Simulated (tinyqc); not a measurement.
Orbital energy against energy difference: ionisation energy by orbital energies and by energy differences in the 6-31g* basis, for LiH, spin multiplicity 1. Computed by the program tinyqc with PySCF. The cation is unrestricted; errors are against CCSD(T) in this basis, not against experiment.

Geometry (angstrom):

| atom | x | y | z |
|---|---|---|---|
| Li | 0.0000 | 0.0000 | 0.0000 |
| H | 0.0000 | 0.0000 | 1.4950 |

CCSD(T) difference in the same basis = 7.7841 eV

IP-EOM-CCSD = 7.7839 eV

First vertical ionisation energy (eV):

| method | -e(HOMO) | E(cation) - E | error of -e(HOMO) | error of the difference |
|---|---|---|---|---|
| HF | 8.318 | 7.19182 | 0.534 | -0.592 |
| LDA | 4.467 | 8.39138 | -3.317 | 0.607 |
| PBE | 4.461 | 8.23654 | -3.323 | 0.452 |
| B3LYP | 5.419 | 8.47744 | -2.365 | 0.693 |
| PBE0 | 5.552 | 8.19463 | -2.232 | 0.411 |
| CAM-B3LYP | 6.976 | 8.45989 | -0.808 | 0.676 |
| LC-wPBE | 8.291 | 8.27338 | 0.507 | 0.489 |

What does the comparison show, and why?

Koopmans errs by +0.53 eV and Delta-HF by -0.59 eV: relaxation, 1.13 eV, lowers the value and the missing correlation difference works against it. The PBE level is off by -3.3 eV through the wrong tail of its potential, though its energy difference is off by +0.45 eV; exact exchange deepens the level, and among the orbital energies LC-wPBE comes closest; among the differences PBE0 does.
